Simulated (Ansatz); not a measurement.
`FC1(S)CO1` → `O=CC(F)S`  (isomerisation)

Gas-phase electronic energies from Ansatz, PBE0-D4/def2-TZVP geometries. CCSD(T)/CBS is the MP2 limit (def2-TZVPP, def2-QZVPP) plus CCSD(T) − MP2 in def2-TZVPP, frozen cores. Functionals use def2-TZVPP. Each species was taken in one conformer, which may not be the lowest.

`FC1(S)CO1`:

```xyz
8

F     0.364   -0.990   -1.312
C    -0.013   -0.109   -0.357
S    -0.394    1.499   -1.012
C     0.522   -0.278    0.982
O    -0.814   -0.666    0.612
H    -1.454    1.080   -1.725
H     1.203   -1.105    1.154
H     0.587    0.570    1.658
```

`O=CC(F)S`:

Z-matrix (Å, degrees):
```
C
C 1 1.525
S 1 1.779 2 114.5
F 1 1.386 2 105.1 3 -125.2
H 1 1.096 2 109.0 3 120.7
O 2 1.193 1 125.4 3 -9.3
H 2 1.108 1 112.3 3 169.2
H 3 1.344 1 95.2 2 -23.8
```

CCSD(T)/CBS gives -0.68 eV.

**Question.** Another level gave -0.72 eV. Which?
A. r2SCANh/def2-TZVPP
B. LC-ωPBE/def2-TZVPP
C. B2PLYP/def2-TZVPP
D. BLYP/def2-TZVPP

**Answer.** C. B2PLYP -0.72, r2SCANh -0.55, BLYP -0.78, LC-ωPBE -0.46 eV.

Largest T1 diagnostic among the species: 0.014.

From r2SCAN to r2SCAN0 (25 % exact exchange), in def2-TZVPP and without D4, ΔE moves by +0.03 eV. In def2-TZVPP, CCSD(T) changes the Hartree–Fock value by +0.15 eV (the triples alone add +0.00 eV) and MP2 by +0.21 eV. At CCSD(T), def2-SVP lies −0.03 eV from the extrapolated value and def2-TZVPP −0.00 eV.
